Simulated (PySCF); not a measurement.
CHAlO+: where a starting geometry ends

The starting geometry of this gas-phase doublet was optimised with GFN2-xTB.

```xyz
4

C     0.0546    0.4439   -0.1711
Al    1.5162   -0.3866   -1.3082
O     0.8112   -0.1800    0.5488
H    -0.8289    0.9931    0.1999
```

Problem. Where would you expect an optimisation with B3LYP-D4/def2-SVP to take it?

Solution. A bond breaks, giving a structure given below by its coordinates. Distances that change by over a tenth: C1–Al2 (2.03 → 2.46 Å). Contacts that open: Al2–O3 (2.00 → 3.11 Å).

The energy falls by 0.55 eV over 15 steps:

```tsv
step	E − E(last) (eV)
1	0.546
3	0.495
4	0.432
6	0.302
7	0.229
9	0.045
10	0.029
12	0.001
13	0.000
15	0.000
```

Final geometry (Å):

```xyz
4

C     0.1614    0.3247    0.0680
Al    1.5181   -0.3190   -1.8750
O     0.5637   -0.1026    1.0807
H    -0.7466    0.9728   -0.0837
```

No frequencies were run, so the end isn't proven a minimum. Open shells are spin-unrestricted. Run with PySCF 2.14.0, 31 s on 2 threads of Arm Neoverse V2, on a shared host.
